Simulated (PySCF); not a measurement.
NH under electron impact: the energy ladder

CCSD(T) extrapolated to the basis-set limit (PySCF; NH CCSD(T)/CBS(TQ)+CV+SR, NH⁺ CCSD(T)/CBS(TQ)+CV+SR; CV core-valence, SR scalar-relativistic term); no spin–orbit coupling.

| species | state (unpaired electrons) | Re (Å) | ωe (cm⁻¹) | energy of the minimum from the neutral (eV) | De (eV) | dissociates to |
| --- | --- | --- | --- | --- | --- | --- |
| NH | triplet (π ↑↑) | 1.036 | 3295 | 0.00 | 3.60 | H + N |
| NH⁺ | quartet (σ ↑, π ↑↑) | 1.091 | 2717 | 13.56 | 3.65 | H⁺ + N |

Task: Work out the lowest energy to break NH into atoms, from its vibrational ground state.

Result: D0 = De − ωe/2 = 3.60 − 0.20 = 3.40 eV (composite CCSD(T)).

Task: Work out the ionisation energy of the H atom at this level and the threshold of dissociative ionisation.

Result: IE(H) = 13.56 + 3.65 − 3.60 = 13.61 eV, so H⁺ + N + e⁻ appears at D0 + IE(H) = 17.01 eV (composite CCSD(T)). The measured IE(H) is 13.598 eV (NIST ASD).

These are thermodynamic thresholds; the onsets seen under electron impact lie higher where the geometry changes, and cross-sections peak well above them.

For an ion De counts to the pair picked by the measured ionisation energies or electron affinities, which need not be the lowest pair at this level. States were picked by a PBE0 search and need not be the measured ground states.
